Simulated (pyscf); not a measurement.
## Concerted two-bond exchange: germylene (GeH₂) [singlet] + water (H₂O) → O=GeH₂ + hydrogen (H₂)

Gas phase, singlet surface, charge 0. Bonds broken: O4–H5, O4–H6. Bonds formed: Ge1–O4, H5–H6. PySCF, gas phase, ωB97X-D3(BJ)/def2-SVP geometries.

Transition state (Å):

```xyz
6

Ge     0.5731     1.6336    -0.5362
H      1.9214     1.3270    -1.2525
H      0.9629     2.3809     0.7705
O     -0.2702     0.0945    -0.1070
H      0.1072    -0.8988    -0.2803
H      0.2383    -1.1635     0.7343
```

One imaginary mode, 1538i cm⁻¹; descent along it reached the two sides named, in the forms told below.

```csv
bond,change,reactant side (Å),saddle,product side
O4–H5,breaks,0.967,1.077,2.363
O4–H6,breaks,0.967,1.597,3.1
Ge1–O4,forms,2.235,1.807,1.631
H5–H6,forms,1.545,1.057,0.763
```

Electronic energies relative to the separated reactants (eV):

```
level                   barrier  reaction energy  reverse barrier
----------------------  -------  ---------------  ---------------
ωB97X-D3(BJ)/def2-TZVP     3.20            +0.39             2.80
PBE/def2-TZVP              2.11            +0.24             1.87
r²SCAN/def2-TZVP           2.27            +0.19             2.08
B3LYP-D3(BJ)/def2-TZVP     2.62            +0.42             2.20
PBE0-D3(BJ)/def2-TZVP      2.67            +0.47             2.20
M06-2X/def2-TZVP           3.05            +0.42             2.63
ωB97M-D3(BJ)/def2-TZVP     3.19            +0.58             2.61
HF/def2-TZVP               4.55            +0.96             3.59
```

With ωB97M-D3(BJ)/def2-TZVP energies and thermal terms (ideal gas, 1 atm, RRHO with modes under 100 cm⁻¹ raised to 100, one conformer, R ln 2 for chiral ones without a mode under 150 cm⁻¹), in eV:

```json
[
 {"T (K)": "298", "ΔH‡": "3.00", "ΔG‡": "3.41", "ΔH": "+0.42", "ΔG": "+0.52"},
 {"T (K)": "600", "ΔH‡": "3.01", "ΔG‡": "3.82", "ΔH": "+0.45", "ΔG": "+0.60"},
 {"T (K)": "900", "ΔH‡": "3.05", "ΔG‡": "4.22", "ΔH": "+0.49", "ΔG": "+0.67"},
 {"T (K)": "1200", "ΔH‡": "3.10", "ΔG‡": "4.60", "ΔH": "+0.52", "ΔG": "+0.72"}
]
```

On the reactant side the descent ends in an adduct with a Ge–O contact, 0.72 eV under the separated species and 3.92 eV under the saddle at ωB97X-D3(BJ)/def2-TZVP. What is counted as formed (Ge–O) is already present as a longer contact in the reactant adduct; forming that adduct is a step of its own. The same reactants have a lower exit, to HO–GeH: [singlet] + H₂ (barrier +0.36 eV at ωB97M-D3(BJ)/def2-TZVP, against +3.19 eV here). O=GeH₂ lies 1.32 eV over its isomer HO–GeH: [singlet] (electronic energy, ωB97M-D3(BJ)/def2-TZVP). This is the saddle that the search found; another between the same sides may lie lower. One closed-shell reference is unstable to symmetry breaking; treat the single-reference values with care. Elements up to Kr have no core potential and no relativistic terms here.
